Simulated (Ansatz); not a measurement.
# Isomers

Structures of BSiNH$_{4}$, closed shell, relaxed at PBE0-D4/def2-TZVP (vibrations not checked; lower isomers may exist, and structures with a doubtful reference or unclear bonds are left out). Ansatz 0.2.0; basis: def2-TZVPP; cores frozen in the correlated methods. B3LYP uses VWN-RPA correlation.

**Question.** Rank them by CCSD(T) energy, lowest first, and give each one's height above the lowest. Links in brackets join atoms within 1.22 times the sum of their covalent radii (1.1 for two metals). (An estimate is asked for; the value comes from the calculation.)
A.
BSiNH₄ ([NH][B][SiH3])
```
7
angstrom
N -1.4615 -1.4859 0.0632
B -0.5945 -0.6046 0.0255
Si 0.7909 0.8041 -0.0342
H -2.1571 -2.1931 0.0933
H 0.6504 1.5898 -1.2863
H 0.6336 1.7085 1.1328
H 2.1382 0.1813 0.0056
```
B.
BSiNH₄ ([BH2][NH][SiH])
```
7
angstrom
B -0.9206 0.3446 -0.5903
Si 1.0092 -1.4840 0.1959
N 0.2181 0.0718 0.2021
H -1.3451 -0.5333 -1.2848
H -1.4341 1.4251 -0.5574
H 0.5694 0.8195 0.7854
H 2.0855 -1.0810 1.2142
```
C.
BSiNH₄ ([BH]1[NH][SiH2]1)
```
7
angstrom
B -0.9913 -0.5131 -0.2596
N 0.0035 0.2356 -0.8480
Si 0.4929 0.0622 0.8296
H -2.0087 -1.0175 -0.6069
H 0.2112 0.6096 -1.7615
H 0.5462 1.3290 1.6034
H 1.7462 -0.7058 1.0431
```

**Answer.** The calculation gives: A (0.0 kJ/mol), B (12.6 kJ/mol), C (28.4 kJ/mol). Heights count from the lowest.

**Question.** Do PBE-D4, r2SCAN-D4, PBE0-D4, B3LYP-D4, wB97M-V, HF, MP2 give the same order? (Judge from chemistry; the calculation decides.)

**Answer.** Computed: Lowest first: PBE-D4 A < C < B; r2SCAN-D4 A < C < B; PBE0-D4 A < C < B; HF B < A < C. The others agree with CCSD(T).

The T1 diagnostic stays at or below 0.016. The restricted Hartree–Fock reference is unstable towards an unrestricted one at one or more of these structures.

For scale, one of the runs: CCSD(T)/def2-TZVPP, 160 basis functions, launched by `ansatz run in.yaml --threads 2 --pin off --events-out ev --progress --plain --max-ram 4352MiB`. The run took 13 s on 2 CPU threads of an Arm Neoverse V1 (shared host), with 1.1 GiB of host memory at its peak.
